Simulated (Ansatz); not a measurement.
`[SiH3][AlH][SH]` + H₂O → `[OH][AlH][SiH3]` + H₂S at 400 K and 1 bar (formal hydrolysis of the Al–S bond).

Computed with Ansatz on PBE0-D4/def2-TZVP structures; ΔE is electronic, products minus reactants. CBS: MP2 limit from def2 TZ/QZ plus the TZ coupled-cluster correction, frozen cores. This one scheme is used for every species. Each species was taken in one conformer, which may not be the lowest.

| species | CCSD(T)/CBS energy (Eh) | H − E (kJ/mol) | S (J/(mol·K)) |
| --- | --- | --- | --- |
| `[SiH3][AlH][SH]` | -931.90162 | 137.9 | 373.0 |
| H₂O | -76.37941 | 69.8 | 198.6 |
| `[OH][AlH][SiH3]` | -609.31389 | 147.0 | 361.3 |
| H₂S | -398.97279 | 53.4 | 215.9 |

H − E and S are ideal-gas, rigid-rotor, harmonic terms from PBE0-D4/def2-TZVP, for one conformer and one mirror image of each species. 1 Eh = 2625.50 kJ/mol, R = 8.31446 J/(mol·K).

**Question.** By hand: ΔE, ΔH, ΔS and ΔG.

**Answer.** ΔE = (-609.31389) + (-398.97279) − (-931.90162) − (-76.37941) = -0.00565 Eh = -14.8 kJ/mol. Δ(H − E) = 147.0 + 53.4 − 137.9 − 69.8 = -7.3, so ΔH = -22.1 kJ/mol. ΔS = 361.3 + 215.9 − 373.0 − 198.6 = 5.6 J/(mol·K). ΔG = -22.1 − 400 × (5.6)/1000 = -24.3 kJ/mol.

**Question.** By hand: the equilibrium constant, and the temperature at which ΔG would vanish if ΔH and ΔS stayed fixed.

**Answer.** log₁₀ K = −ΔG/(RT ln 10) = 3.2. ΔH and −TΔS have one sign here, so there is no such temperature.

The number of gas molecules stays the same, so ΔS is small and ΔH decides. A doubt of 5 kJ/mol in ΔE shifts log₁₀ K by 0.7 here. Other conformers and mirror images would add mixing entropy, several J/(mol·K) or more a flexible species. Modes under 60 cm⁻¹, often nearly free rotors, make the harmonic entropy too high. These are equilibria of isolated gas molecules and say nothing of rates. Largest T1 diagnostic: 0.014 (customary marks: 0.02 for closed shells, 0.045 for open ones).

ΔS is within the doubt of such terms, so its sign, and with it that verdict, could turn.
